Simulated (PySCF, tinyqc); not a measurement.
Ways to converge the cycle: SCF convergence aids in the sto-3g basis, for LiH, spin multiplicity 1. Computed by the program tinyqc with PySCF. RHF with one setting changed at a time; a run stops when the energy changes by less than 1e-09 hartree and the error matrix is below 1e-5. The start is the core Hamiltonian. Damping d keeps d of the old density; a shift (hartree) raises the virtual levels; DIIS n extrapolates F over n matrices.

Geometry (angstrom):
```
atom       x       y       z
Li    0.0000  0.0000  0.0000
H     0.0000  0.0000  2.7280
```

lowest restricted solution found by these runs and by PySCF = -7.742668 hartree

Largest element of the error matrix X^T (FDS - SDF) X:
```
iteration    plain  damping 0.3  damping 0.6  shift 0.4   DIIS 3   DIIS 8
1          2.3e-01      2.3e-01      2.3e-01    2.3e-01  2.3e-01  2.3e-01
2          7.5e-02      4.4e-02      1.3e-01    1.2e-01  7.5e-02  7.5e-02
3          1.8e-02      1.6e-02      7.1e-02    5.2e-02  8.1e-03  8.1e-03
4          4.6e-03      8.7e-03      4.1e-02    2.3e-02  4.8e-03  4.8e-03
5          2.6e-03      5.6e-03      2.5e-02    1.2e-02  1.3e-03  3.2e-04
6          1.0e-03      3.8e-03      1.6e-02    6.7e-03  4.4e-05  1.2e-05
8          3.4e-04      1.8e-03      7.8e-03    3.5e-03  4.3e-07        -
10         1.0e-04      8.7e-04      4.7e-03    2.3e-03        -        -
14         9.4e-06      1.9e-04      2.0e-03    1.0e-03        -        -
20               -      2.0e-05      6.4e-04    3.0e-04        -        -
30               -            -      8.8e-05    3.8e-05        -        -
```

How each run ends:
```
run          iterations  E (hartree)         state
plain                15    -7.742668  lowest found
damping 0.3          23    -7.742668  lowest found
damping 0.6          42    -7.742668  lowest found
shift 0.4            37    -7.742668  lowest found
DIIS 3                8    -7.742668  lowest found
DIIS 8                7    -7.742668  lowest found
```

What does the comparison show, and why?

6 of 6 runs reach the lowest restricted solution found, in 7 to 42 iterations (fastest: DIIS 8). Plain steps already contract here, so damping only slows them. DIIS 3 and DIIS 8 gain by cancelling the error over several earlier matrices, much as a quasi-Newton step does. The restricted reference is unstable here: a spin-polarised solution lies 0.0498 hartree lower (PySCF), so results built on it describe a poor reference.
